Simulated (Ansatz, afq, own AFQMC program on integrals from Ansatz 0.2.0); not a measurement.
AFQMC on a folder of integrals that Ansatz 0.2.0 wrote.

```yaml
crystal:
  periodic: [false, false, false]
  atoms:
    - {symbol: B, position_ang: [-1.354088, 0.000000, 0.000000]}
    - {symbol: H, position_ang: [-1.950821, 1.033571, 0.000000]}
    - {symbol: H, position_ang: [-1.950821, -1.033571, 0.000000]}
    - {symbol: H, position_ang: [-0.018088, 0.000000, 0.000000]}
    - {symbol: O, position_ang: [1.161912, 0.000000, 0.000000]}
basis:
  gaussian: {orbitals: cc-pVTZ}
magnetization: {spin_polarized: true, initial_magnetization: 2}
correlation: {method: ccsd_t, electrons: outside_noble_gas, hamiltonian_folder: ham}
```

```sh
$ ansatz run in.yaml --threads 1 --pin off --events-out ev --progress --plain --max-ram 16896MiB --backend cuda --devices 0, --max-vram 18GiB
```

afq runs on the folder ham with

```
--method phaseless --trial cisd --walkers 1000 --populations 20 --least-time 60 --time-step 0.005 --steps-per-block 50 --equilibration-blocks 28 --max-blocks 4000 --target-error 0.00021 --factor-cut 1e-05 --start spin_pure --seed 1827 --release-times 0.24,0.51,0.99,1.62,2.4 --release-step 0.03 --release-every 3 --taylor-order 6
```

Times are imaginary, in 1/Eh. The walk had a cap of 242 s. With eight or more populations the least sampling time is a fifth of least-time, and the error comes from their spread.

Log:

```
orbitals 100  electrons 7 5  factors 584 of 585
reference energy -101.15643079 Eh
CCSD correlation -0.32512949 Eh in 12 cycles, weight of the determinant in the CISD state 0.8909
energy of the start -101.479934 Eh
 block  time / (1/Eh)  mean weight  energy / Eh
     1     0.250  0.9999  -101.478749
     2     0.500  0.9989  -101.483445
     3     0.750  0.9996  -101.485267
     4     1.000  1.0007  -101.488191
     5     1.250  1.0005  -101.489412
     8     2.000  1.0008  -101.491101
    11     2.750  1.0007  -101.491688
    17     4.250  1.0003  -101.489857
    21     5.250  0.9994  -101.494088
    23     5.750  1.0003  -101.493140
    27     6.750  0.9998  -101.489245
    29     7.250  1.0006  -101.490522
    35     8.750  1.0002  -101.491671
    41    10.250  0.9997  -101.491663
    47    11.750  1.0005  -101.490657
    53    13.250  0.9995  -101.491530
    59    14.750  1.0003  -101.491937
    65    16.250  1.0005  -101.491566
    71    17.750  0.9997  -101.490750
    77    19.250  0.9993  -101.491397
    83    20.750  0.9996  -101.491678
    89    22.250  1.0006  -101.490225
    95    23.750  0.9998  -101.492880
    97    24.250  0.9996  -101.490915
error from the spread of 20 populations
released: time / (1/Eh)  energy / Eh  error  mean overlap
  0.24  -101.491631  0.000189  0.9926
  0.51  -101.491663  0.000148  0.9891
  0.99  -101.491626  0.000151  0.9885
  1.62  -101.492099  0.000253  0.9634
  2.40  -101.492212  0.000351  0.9479
energy -101.491107 +/- 0.000184 Eh
(rows thinned)
```

The run passed its tests (sampling time, drift between the halves within three errors, error under three times the target), which doesn't prove that it has relaxed.

Against this walk (error 5.0 meV) on the same determinant: CCSD(T) 17.2 meV higher. The error is statistical and leaves out the bias of the constraint. Released to 2.40 1/Eh the energy lies 30 ± 11 meV (both errors) below the phaseless value, which shows part or all of the bias of the constraint, and CCSD(T) lies 47.3 meV above the released value.

Cautions: constraint bias not in the error; lower spins were not checked.

The walk took 74 s on 1 × NVIDIA H100 80GB HBM3 with 2 threads of AMD EPYC 7R13 Processor (Zen 3), on a shared host (the card was shared). The log's last line is the phaseless energy.

A walk keeps the symmetry of its determinant, which the program's search chose and which needn't be the lowest solution, so a lower state of the same spin and another symmetry isn't excluded.
